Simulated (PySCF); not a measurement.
Species: PN.
Cartesian coordinates in Å at the PBE0-D3(BJ)/def2-SVP level; atoms count from 1:
```xyz
2
PN angstrom
N      0.7470   -0.0061   -0.0053
P     -0.7415    0.0086   -0.0230
```

Level: CAM-B3LYP/def2-SVPD in PySCF, non-relativistic, on one gas-phase PBE0-D3(BJ)/def2-SVP geometry that isn't relaxed in the solvent. The solvent is an IEF-PCM continuum (Bondi radii, 1.10 Å for H, scaled by 1.2), and excitations are vertical TDDFT with non-equilibrium linear response and a frozen core. Only the electrostatic response of the medium enters.

Gas-phase singlets (H = HOMO, L = LUMO):

| state | E (eV) | λ (nm) | f | leading configuration |
| --- | --- | --- | --- | --- |
| S1 | 4.658 | 266 | 0.000 | H-1→L 50% |
| S2 | 5.116 | 242 | 0.000 | H-2→L+1 50% |
| S3 | 5.116 | 242 | 0.000 | H-1→L+1 50% |
| S4 | 5.214 | 238 | 0.003 | H→L 98% |
| S5 | 5.214 | 238 | 0.003 | H→L+1 98% |

Question: What are the lowest 5 singlets in benzene (ε = 2.271)?

Answer: 
```tsv
state	E (eV)	λ (nm)	f	leading configuration	change by rank (eV)
S1	4.737	262	0.000	H-1→L 50%	+0.079
S2	5.162	240	0.000	H-2→L+1 46%	+0.046
S3	5.162	240	0.000	H-2→L 46%	+0.046
S4	5.280	235	0.004	H→L+1 98%	+0.066
S5	5.280	235	0.004	H→L 98%	+0.066
```

Question: What are the lowest 5 singlets in chloroform (ε = 4.711)?

Answer: 
| state | E (eV) | λ (nm) | f | leading configuration | change by rank (eV) |
| --- | --- | --- | --- | --- | --- |
| S1 | 4.791 | 259 | 0.000 | H-1→L 50% | +0.133 |
| S2 | 5.215 | 238 | 0.000 | H-2→L+1 47% | +0.099 |
| S3 | 5.215 | 238 | 0.000 | H-1→L+1 47% | +0.099 |
| S4 | 5.357 | 231 | 0.004 | H→L 99% | +0.143 |
| S5 | 5.357 | 231 | 0.004 | H→L+1 99% | +0.143 |

Question: How do the frontier levels move from gas to chloroform?

Answer: 
| orbital | gas (eV) | solvent (eV) | change (eV) | Löwdin shares, gas | Löwdin shares, solvent |
| --- | --- | --- | --- | --- | --- |
| LUMO+2 | 2.09 | 2.27 | +0.18 | P2 84 %, N1 16 % | P2 77 %, N1 23 % |
| LUMO+1 | -1.07 | -0.87 | +0.20 | P2 64 %, N1 36 % | P2 64 %, N1 36 % |
| LUMO | -1.07 | -0.87 | +0.20 | P2 64 %, N1 36 % | P2 64 %, N1 36 % |
| HOMO | -10.72 | -10.69 | +0.03 | N1 65 %, P2 35 % | N1 63 %, P2 37 % |
| HOMO-1 | -10.82 | -10.75 | +0.07 | N1 56 %, P2 44 % | N1 57 %, P2 43 % |
| HOMO-2 | -10.82 | -10.75 | +0.07 | N1 56 %, P2 44 % | N1 57 %, P2 43 % |
| HOMO-3 | -15.23 | -15.09 | +0.14 | P2 68 %, N1 32 % | P2 65 %, N1 35 % |

The HOMO–LUMO gap goes from 9.65 to 9.82 eV. Shares within a degenerate set are those of one arbitrary member.
